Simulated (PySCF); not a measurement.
Consider `CN1CC1` (C3H7N). Optimised structure (Å), atoms numbered from 1:
```
C     1.3561    0.2629    0.0566
N     0.0609    0.3979   -0.5580
C    -1.0845    0.4545    0.3127
C    -0.8147   -0.7446   -0.5207
H     2.0639   -0.1774   -0.6627
H     1.3509   -0.3753    0.9674
H     1.7372    1.2562    0.3398
H    -0.9172    0.3522    1.3942
H    -1.8734    1.1638    0.0387
H    -0.4676   -1.6447    0.0057
H    -1.3991   -0.9430   -1.4261
```

These are calculated values, ωB97X-D3(BJ)/ma-def2-TZVP in PySCF (grid level 2) at geometries from PBE0-D3(BJ)/def2-SVP. Thermal corrections: PBE0-D3(BJ)/def2-SVP frequencies, unscaled, ideal gas at 298.15 K and 1 bar, quasi-RRHO entropy.

**Question.** What are the vertical and the adiabatic ionisation energy for forming the radical cation?

**Answer.** 9.13 eV vertical and 8.54 eV adiabatic, the latter with zero-point energy.

**Question.** Where does the unpaired spin of the relaxed radical cation sit?

**Answer.** N2 (amine nitrogen) 0.83 (intrinsic atomic orbital populations).

**Question.** What oxidation potential follows in DMF (IEF-PCM), given that Fc+/Fc comes at 4.54 V absolute with this functional and basis?

**Answer.** In the gas phase ΔG of oxidation is 8.489 eV, and solvation is -13.1 kJ/mol for the parent and -248.0 kJ/mol for the product, so the absolute potential is 6.05 V, or 1.51 V against Fc+/Fc. Fc+/Fc in DMF, 4.54 V, is ωB97X-D3(BJ)/ma-def2-TZVP on PBE0-D3(BJ)/def2-SVP structures with GFN2-xTB thermal terms. Benchmark calculations put it near 5.0 V in acetonitrile and DMSO, so it is about 0.5 V low, and the value against it can read up to that much too high. The solvent is electrostatics only, on gas-phase structures; the absolute scale refers to an electron at rest in vacuum.

**Question.** How far is −ε(HOMO) from the vertical value by ΔSCF?

**Answer.** −ε(HOMO) = 9.24 eV, which is 0.11 eV above the ΔSCF value.
